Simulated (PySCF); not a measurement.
# Dipole moment and polarisability of `C[C@@H]1C[C@H]1CO`

Compound: C5H10O.
Structure used (GFN2-xTB), in Å, numbered top down from 1:
```
atom  x, y, z in Å
C1     1.4671    1.4404    0.0994
C2     0.3955    0.5480    0.6727
C3     0.7332   -0.8433    1.1189
C4    -0.1069   -0.6348   -0.1068
C5    -1.5790   -0.9762   -0.0844
O6    -2.3170   -0.2256   -1.0236
H7     1.0311    2.2026   -0.5453
H8     2.1750    0.8592   -0.4867
H9     2.0117    1.9407    0.8988
H10   -0.3359    1.0789    1.2731
H11    1.7463   -1.1901    0.9876
H12    0.2518   -1.2320    2.0033
H13    0.3599   -0.8228   -1.0663
H14   -1.7369   -2.0220   -0.3619
H15   -1.9807   -0.8223    0.9289
H16   -2.1227    0.7083   -0.8829
```

Level: wB97X-D/def2-SVPD (PySCF), static field, nuclei fixed, core orbitals frozen in the response. The polarisability tensor in these axes (au):

```
x   65.97  4.32  4.26
y    4.32 64.78 -1.87
z    4.26 -1.87 59.64
```

Task: What are the eigenvalues, a third of the trace, and Δα (Δα² = ½Σ(αi − αj)² over the three pairs)?

Result: Principal values 55.89, 64.30 and 70.20 au; mean 63.46 au = 9.40 Å³ = 10.46 × 10⁻⁴⁰ C²·m²/J; Δα = 12.45 au (20 % of the mean).

Task: What is the dipole moment, and where does it point?

Result: (1.37, 0.71, 1.19) D, 1.95 D in size, pointing from the negative to the positive side. Measured along this direction, the outermost atoms are O6 at the negative end and H9 at the positive end.

Task: What depolarisation ratio follows for Rayleigh scattering of linearly polarised light, taking the static tensor?

Result: ρ = 3Δα²/(45ᾱ² + 4Δα²) = 465.0/(181237 + 620.0) = 0.00256.

Task: Sum over states: ᾱ = Σ f/ω², ω in Eh. What share falls to these 8 lowest TDDFT singlets (eV, f)? 7.34, 0.0096; 8.05, 0.0004; 8.40, 0.0212; 8.45, 0.0200; 8.51, 0.0278; 8.52, 0.0040; 8.63, 0.0055; 8.78, 0.0460.

Result: They add up to 1.39 au, 2.2 % of the 63.46 au; the largest single term is 0.44 au, from the state at 8.78 eV. Terms in order: 0.13, 0.00, 0.22, 0.21, 0.28, 0.04, 0.05, 0.44 au. Higher excitations give the rest. The strengths listed sum to 0.135.

Task: Find the Langevin capture rate constant for O2+ (31.990 u) meeting this molecule (86.073 u), k = 2.342 × 10⁻⁹ cm³/s × √(α in Å³ / reduced mass in u).

Result: The reduced mass is 23.32 u, so k = 1.49 × 10⁻⁹ cm³/s. The formula leaves out the permanent dipole, which adds to the capture rate.

Isolated species at its GFN2-xTB geometry (one conformer only).

The pairwise dispersion term of wB97X-D wasn't added to the energies; at a given geometry it leaves orbitals and properties as they are.
